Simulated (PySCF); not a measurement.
## How the method moves the HOMO and LUMO of cyclopropanol

Species: cyclopropanol, C3H6O.
Atom-mapped SMILES: `[OH:1][CH:2]1[CH2:3][CH2:4]1` (hydrogens: H5 on O1; H6 on C2; H7, H8 on C3; H9, H10 on C4)

Structure used (PBE0-D3(BJ)/def2-SVP), in Å, numbered top down from 1:
```xyz
10
C3H6O angstrom
O      1.544   -0.188   -0.757
C      0.579   -0.246    0.234
C     -0.777   -0.687   -0.190
C     -0.551    0.743    0.228
H      2.136    0.541   -0.548
H      0.933   -0.595    1.215
H     -1.346   -1.350    0.466
H     -0.899   -0.877   -1.259
H     -0.536    1.494   -0.567
H     -0.958    1.089    1.182
```

Basis pcSseg-2 throughout (PySCF), one geometry. Geometry: PBE0-D3(BJ)/def2-SVP, one conformer, isolated molecule.

How do the orbital energies, the gap and the dipole change with the method?

| method | kind | HOMO (eV) | LUMO (eV) | gap (eV) | μ (D) | SCF cycles |
| --- | --- | --- | --- | --- | --- | --- |
| BLYP | GGA | -5.99 | -0.14 | 5.85 | 1.46 | 14 |
| OPBE | GGA | -6.02 | -0.03 | 5.99 | 1.40 | 14 |
| PBE | GGA | -6.08 | -0.09 | 5.99 | 1.44 | 14 |
| B97-D | GGA | -6.08 | 0.05 | 6.13 | 1.45 | 13 |
| KT2 | GGA | -6.18 | -0.01 | 6.17 | 1.41 | 14 |
| BP86 | GGA | -6.18 | 0.07 | 6.25 | 1.45 | 14 |
| KT3 | GGA | -6.20 | -0.28 | 5.92 | 1.40 | 14 |
| LDA | LDA | -6.23 | -0.15 | 6.08 | 1.50 | 13 |
| B97-2 | global hybrid | -7.27 | 0.69 | 7.96 | 1.50 | 12 |
| B3LYP | global hybrid | -7.32 | 0.33 | 7.65 | 1.52 | 12 |
| PBE0 | global hybrid | -7.54 | 0.67 | 8.22 | 1.51 | 12 |
| mPW1PW91 | global hybrid | -7.57 | 0.63 | 8.21 | 1.51 | 12 |
| BHandHLYP | global hybrid | -8.90 | 1.17 | 10.07 | 1.58 | 11 |
| CAM-B3LYP | range-separated hybrid | -8.99 | 1.31 | 10.30 | 1.57 | 11 |
| wB97X-D | range-separated hybrid | -9.44 | 2.40 | 11.84 | 1.54 | 12 |
| LC-wPBE | range-separated hybrid | -10.34 | 2.47 | 12.81 | 1.58 | 12 |
| HF | Hartree–Fock | -10.92 | 2.78 | 13.70 | 1.64 | 9 |

The HOMO spans 4.93 eV, from BLYP down to HF, and the gap runs from 5.85 eV (BLYP) to 13.70 eV (HF). Over the methods BLYP (0 %), OPBE (0 %), PBE (0 %), B97-D (0 %), KT2 (0 %), BP86 (0 %), KT3 (0 %), LDA (0 %), B97-2 (21 %), B3LYP (20 %), PBE0 (25 %), mPW1PW91 (25 %), BHandHLYP (50 %), HF (100 %), a straight line through the gap against the share of exact exchange rises by 0.78 eV for each 10 % (correlation coefficient 0.998). The dipole ranges from 1.40 D (KT3) to 1.64 D (HF). This basis has no diffuse functions.
